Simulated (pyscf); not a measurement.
# Four-centre exchange: H₃C–O–SiH₃ + silanol (HO–SiH₃) → methane (CH₄) + HO–SiH₂–O–SiH₃

Gas phase, singlet surface, charge 0. Bonds broken: C1–O2, Si11–H13. Bonds formed: C1–H13, O2–Si11. Single points on ωB97X-D3(BJ)/def2-SVP structures (PySCF, gas phase).

Transition state (Å):

```xyz
15

C     -2.0789     0.2211     0.5115
O     -0.3406     0.1808    -0.2907
Si     0.5374    -1.0562    -1.0585
H     -2.1214    -0.8044     0.1243
H     -2.0647     0.2544     1.6032
H     -2.8375     0.8605     0.0534
H      1.7239    -1.4474    -0.2533
H      0.9390    -0.6547    -2.4317
H     -0.4130    -2.2031    -1.1321
O      0.7659     2.0285     1.7580
Si     0.2462     1.8002     0.1725
H      1.7276     2.0250     1.8195
H     -1.3035     1.7375     0.6843
H      1.5921     1.4565    -0.4853
H     -0.0987     2.9894    -0.6749
```

One imaginary mode, 1113i cm⁻¹; descent along it reached the two sides named, in the forms told below.

```tsv
bond	change	reactant side (Å)	saddle	product side
C1–O2	breaks	1.411	1.915	3.5
Si11–H13	breaks	1.483	1.633	3.3
C1–H13	forms	2.9	1.712	1.099
O2–Si11	forms	2.9	1.784	1.652
```

Electronic energies relative to the separated reactants (kJ/mol):

```tsv
level	barrier	reaction energy	reverse barrier
ωB97X-D3(BJ)/def2-TZVP	262.4	-231.5	493.9
PBE/def2-TZVP	223.5	-218.6	442.2
r²SCAN/def2-TZVP	232.7	-233.9	466.6
B3LYP-D3(BJ)/def2-TZVP	246.3	-229.8	476.1
PBE0-D3(BJ)/def2-TZVP	246.5	-225.2	471.7
M06-2X/def2-TZVP	269.3	-235.0	504.2
ωB97M-D3(BJ)/def2-TZVP	258.2	-231.7	489.9
HF/def2-TZVP	369.3	-232.2	601.5
```

With ωB97M-D3(BJ)/def2-TZVP energies and thermal terms (ideal gas, 1 atm, RRHO with modes under 100 cm⁻¹ raised to 100, one conformer, R ln 2 for rigid chiral ones), in kJ/mol:

| T (K) | ΔH‡ | ΔG‡ | ΔH | ΔG |
|---|---|---|---|---|
| 298 | 256.0 | 308.7 | -227.7 | -219.6 |
| 600 | 258.9 | 361.1 | -226.5 | -212.0 |
| 900 | 262.3 | 411.5 | -226.4 | -204.8 |
| 1200 | 265.6 | 460.7 | -226.8 | -197.6 |

On the reactant side the descent ends in a complex (not fully relaxed), 18.5 kJ/mol under the separated species and 281.0 kJ/mol under the saddle at ωB97X-D3(BJ)/def2-TZVP. From the product side, HO–SiH₂–O–SiH₂• + H• + CH₄ lies, by one bond made or cut, 79.0 kJ/mol under this saddle at ωB97M-D3(BJ). H₃C–O–SiH₃ lies 99.2 kJ/mol over its isomer H₃C–SiH₂–OH, and others may lie lower still (electronic energy, ωB97M-D3(BJ)). One saddle was located; it need not be the lowest between these sides.
